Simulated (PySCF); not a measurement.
# CH5MgN (MgMe(NH2)): UB3LYP-D4/cc-pVDZ (density fitting)

What is the energy difference between two shapes of CH5MgN (MgMe(NH2)) at UB3LYP-D4/cc-pVDZ (density fitting)? The job is set up through a Python script.

The results are computed with PySCF 2.14.0.

4 further runs of the same task are left out: 2 that didn't finish, 2 set aside as unsound or not needed.

**1. The molecule**

The species is CH5MgN (8 atoms), meant as a singlet with charge 0. As SMILES, `[CH3][Mg][NH2]`. Geometry: a GFN1-xTB relaxation, a rough one for these elements and not checked as a minimum.

Bond lengths: Mg1–C2 2.088 Å, Mg1–N6 1.921 Å, C2–H3 1.088 Å, C2–H4 1.093 Å, C2–H5 1.091 Å, N6–H7 1.016 Å, N6–H8 1.014 Å. Angles: C2–Mg1–N6 148.3°, Mg1–C2–H3 115.4°, Mg1–C2–H4 106.1°, Mg1–C2–H5 109.3°, Mg1–N6–H7 110.7°, Mg1–N6–H8 114.8°, H3–C2–H4 108.6°, H3–C2–H5 108.6°, H4–C2–H5 108.6°, H7–N6–H8 105.4°.

**2. The stability of the SCF solution at UB3LYP-D4/cc-pVDZ (density fitting)**

geometry.xyz reads:

```xyz
8
CH5MgN
Mg    -0.141370     0.397560    -0.359120
C     -0.006960     0.044430     1.694280
H      0.098940     0.931840     2.315310
H      0.872590    -0.587970     1.836070
H     -0.888850    -0.507140     2.023530
N     -0.016380    -0.293150    -2.147770
H      0.843820     0.014900    -2.591910
H     -0.761790    -0.000480    -2.770390
```

job.py reads:

```python
# MgMe(NH2)
from pyscf import gto, dft
from pyscf import df

mol = gto.Mole()
mol.atom = 'geometry.xyz'
mol.verbose = 3
mol.basis = 'cc-pvdz'
mol.spin = 0
mol.max_memory = 1860
mol.build()

mf = dft.UKS(mol)
mf.xc = 'b3lyp'
mf = mf.density_fit(auxbasis=df.aug_etb(mol, beta=2.0))
mf.disp = 'd4'
mf.kernel()

e_tot = mf.e_tot
print('E = %.10f Eh' % e_tot)
mo_i, mo_e, stable_i, stable_e = mf.stability(internal=True, external=True, return_status=True)
print('stable: internal', stable_i, 'external', stable_e)
```

Command:

```console
$ OMP_NUM_THREADS=1 python job.py
```

Log:

```text
converged SCF energy = -295.971740443811  <S^2> = 8.2108542e-11  2S+1 = 1
E = -295.9717404438 Eh
<class 'pyscf.df.df_jk.DFUKS'> wavefunction is stable in the internal stability analysis
<class 'pyscf.df.df_jk.DFUKS'> wavefunction is stable in the real -> complex stability analysis
<class 'pyscf.df.df_jk.DFUKS'> wavefunction is stable in the UHF/UKS -> GHF/GKS stability analysis
stable: internal True external True
```

Wall time 2 min (1 thread of Arm Neoverse V1, shared host); peak memory 0.48 GiB.

**3. The distorted shape, same level**

mol.xyz reads:

```xyz
8

Mg    -0.123087     0.373985    -0.252150
C     -0.064425     0.120771     1.719051
H      0.074533     0.947410     2.288657
H      0.888672    -0.613309     1.768603
H     -0.825682    -0.560712     2.074486
N     -0.058032    -0.245386    -2.239233
H      0.968962     0.117634    -2.598228
H     -0.749579     0.024592    -2.811869
```

input.py reads:

```python
from pyscf import gto, dft
from pyscf import df

mol = gto.M(
    atom='mol.xyz',
    max_memory=1860,
    basis='cc-pvdz',
    spin=0,
    verbose=3,
    charge=0,
)

myscf = dft.UKS(mol, xc='b3lyp')
myscf = myscf.density_fit(auxbasis=df.aug_etb(mol, beta=2.0))
myscf.disp = 'd4'
myscf.kernel()

etot = myscf.e_tot
print('Final energy', etot)
mo_i, mo_e, stable_i, stable_e = myscf.stability(internal=True, external=True, return_status=True)
print('stable: internal', stable_i, 'external', stable_e)
```

Command:

```console
$ OMP_NUM_THREADS=1 python input.py
```

Log:

```text
converged SCF energy = -295.93652923193  <S^2> = 3.9073456e-10  2S+1 = 1
Final energy -295.9365292319295
<class 'pyscf.df.df_jk.DFUKS'> wavefunction is stable in the internal stability analysis
<class 'pyscf.df.df_jk.DFUKS'> wavefunction is stable in the real -> complex stability analysis
<class 'pyscf.df.df_jk.DFUKS'> wavefunction is stable in the UHF/UKS -> GHF/GKS stability analysis
stable: internal True external True
```

It took 2 min on 1 thread of Arm Neoverse V1, shared host; peak memory 0.48 GiB.

**4. Outcome**

At UB3LYP-D4/cc-pVDZ (density fitting):

| quantity | value |
| --- | --- |
| first shape: total energy | -295.97174 Eh |
| first shape: dipole moment | 2.39 D |
| first shape: HOMO energy | -5.87 eV |
| first shape: LUMO energy | -1.25 eV |
| first shape: HOMO–LUMO gap | 4.63 eV |
| first shape: dispersion energy | -13.15 kJ/mol |
| distorted shape: total energy | -295.93653 Eh |
| distorted shape: dipole moment | 1.96 D |
| distorted shape: HOMO energy | -5.58 eV |
| distorted shape: LUMO energy | -1.18 eV |
| distorted shape: HOMO–LUMO gap | 4.40 eV |
| distorted shape: dispersion energy | -13.05 kJ/mol |
| energy change with the atoms displaced | 0.958 eV |

With the atoms displaced the energy rises by 0.96 eV (92.4 kJ/mol). The first shape isn't relaxed at this level, so the change isn't measured from a minimum. Mulliken charges (distorted shape) run from -0.41 on N6 to +0.45 on Mg1; they depend strongly on the basis.
